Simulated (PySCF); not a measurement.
# C2H5S (CH2 ... CH3S): the cost of one run

Programs: PySCF 2.14.0, with routines of our own; each step states its level. All values are computed. Atoms count from 0.

## (1) The starting structure

8 atoms, charge 0, high-spin multiplicity 4; geometry from: GFN2-xTB fragments, placed rigidly.

The system (radical pair): CH2···CH3S. The radical centres are 3.51 Å apart, tilted by 45 degrees; the spin sites are atoms 0, 1, 2 (2 unpaired) and atoms 3, 4, 5, 6, 7 (1 unpaired).

## (2) Magnetic exchange: CASSCF and SC-NEVPT2/def2-TZVP (3,3)

What the job is given:

```
{"job": {"kind": "cas", "basis": "def2-TZVP", "active": "magnetic", "zfs": false}, "charge": 0, "high_spin_multiplicity": 4, "spin_sites": [[[0, 1, 2], 2], [[3, 4, 5, 6, 7], 1]]}
C     -0.801100    -0.528100    -1.422300
H      0.180100    -0.934700    -1.422300
H     -1.782300    -0.934700    -1.422300
S     -0.101100    -0.528100     2.016700
C      0.532600     0.569600     0.749500
H      1.554000     0.844500     1.000000
H     -0.092600     1.457900     0.707800
H      0.510300     0.053700    -0.207100
```

Method: CASSCF and SC-NEVPT2/def2-TZVP spin states, gas phase.

Command:

```sh
> OMP_NUM_THREADS=1 python exch_run.py task.json out
```

The driver reads the jobs from task.json and runs them one after another.

Q: Estimate the wall time and peak memory of this first job on 1 thread of Arm Neoverse N1, shared host.

About 20 s, with a peak of 0.31 GiB.
